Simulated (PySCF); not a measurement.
**HCl⁺ from Hartree–Fock to correlated methods**

State: ²Π (doublet), unpaired electrons π ↑. Set-up: H def2-SVP, Cl def2-SVP; no relativity (PySCF 2.14). De refers to H + Cl⁺ in their high-spin ground configurations, without counterpoise correction. The functionals are run spin-unrestricted. A positive dipole points towards Cl; it is taken about the centre of mass and depends on that origin.

```csv
Level,Re (Å),ωe (cm⁻¹),De (eV),μ (D)
UHF,1.310,2857,3.55,-2.01
UHF-MP2,1.316,2809,4.35,n/a
UHF-SCS-MP2,1.317,2802,4.39,n/a
UHF-CCSD,1.319,2778,4.39,n/a
UHF-CCSD(T),1.320,2767,4.41,n/a
PBE,1.342,2585,4.85,-1.97
r²SCAN,1.330,2667,4.88,-2.01
r²SCANh,1.327,2693,4.85,-2.02
B3LYP,1.334,2635,4.81,-1.97
PBE0,1.329,2690,4.78,-1.99
BHandHLYP,1.320,2746,4.68,-1.98
LC-ωPBE,1.323,2758,4.73,-2.01
```

(1) Which functional lies closest to UHF-CCSD(T) in De, which farthest, and by how much do they differ from it?

(2) What does a quarter of exact exchange do here, going from PBE to PBE0?

(3) What does the step from GGA to meta-GGA do here, going from PBE to r²SCAN?

Correlated steps freeze 5 core orbitals. Correlated levels converge slowly with the basis: in double zeta they bind strong bonds too weakly, by up to about 1 eV, and carry superposition errors of some tenths. For an ion De counts to the pair picked by the measured ionisation energies or electron affinities, which need not be the lowest pair at this level. The state was picked by a PBE0 search and need not be the measured ground state.

## Answers

(1) Closest is BHandHLYP (+0.0 pm in Re, -0.8 % in ωe, +0.27 eV in De against UHF-CCSD(T) in the same basis), farthest r²SCAN (+1.0 pm in Re, -3.6 % in ωe, +0.47 eV in De). CCSD(T) converges more slowly with the basis than the functionals do and binds too weakly in this one, so the order can change at the basis-set limit.

(2) PBE0 less PBE: -1.3 pm in Re, +4.1 % in ωe, -0.07 eV in De. Exact exchange removes part of the self-interaction that spreads semilocal densities, and in most molecules shortens and stiffens the bond and lowers De; so it does here.

(3) r²SCAN less PBE: -1.2 pm in Re, +3.2 % in ωe, +0.03 eV in De.
